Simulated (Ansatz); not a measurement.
Match the barriers

Saddle point of CH₅AlO, singlet (CH₅AlO ([CH3][AlH][OH]) → AlHO ([OH][Al]) + CH₄; bonds formed: C2–H3; bonds broken: Al1–C2, Al1–H3), PBE0-D4/def2-TZVP structure:

```tsv
atom	x (Å)	y (Å)	z (Å)
Al1	-1.1939	0.7574	0.1413
C2	0.8326	0.0722	-0.3925
H3	-0.1018	1.5162	-0.6990
O4	-1.7410	-0.5831	1.0330
H5	1.2080	-0.1140	0.6228
H6	0.5516	-0.8627	-0.8964
H7	1.6177	0.5591	-0.9719
H8	-1.1734	-1.3452	1.1626
```

Ansatz 0.2.0; basis: def2-TZVPP, with def2-QZVPP for the basis limit; cores frozen in the correlated methods. Extrapolation: Hartree–Fock as exp(−7.88 √X), correlation as X^−2.97. Four methods, as single points on the PBE0-D4 structures, gave these electronic barriers from the start structure: 311.7, 326.7, 344.9, 419.5 kJ/mol.

Problem. The methods were, in alphabetical order, BLYP-D4, CCSD(T), HF, r2SCAN-D4. Which gave which? (A judgement: the text doesn't fix the answer.)

Solution. By the calculation: BLYP-D4 311.7; r2SCAN-D4 326.7; CCSD(T) 344.9; HF 419.5 kJ/mol. For comparison, CCSD(T) at an estimated basis limit (MP2 extrapolated from triple and quadruple zeta, plus CCSD(T) − MP2 in triple zeta) gives 344.0 kJ/mol.

No T1 diagnostic of these runs exceeds 0.019. The restricted Hartree–Fock reference is unstable towards an unrestricted one at one or more of these structures. A large double-excitation amplitude points to some diradical character; no triplet was computed. The start structure is not quite a true minimum (one mode of 28i cm⁻¹).

Labels in which every atom is bracketed show which atoms are joined, not bond orders.

For scale, one of the runs: CCSD(T)/def2-TZVPP, 174 basis functions, launched by `ansatz run in.yaml --threads 2 --pin off --events-out ev --progress --plain --max-ram 4352MiB`. The run took 26 s on 2 CPU threads of an Arm Neoverse V1 (shared host), with 1.5 GiB of host memory at its peak.
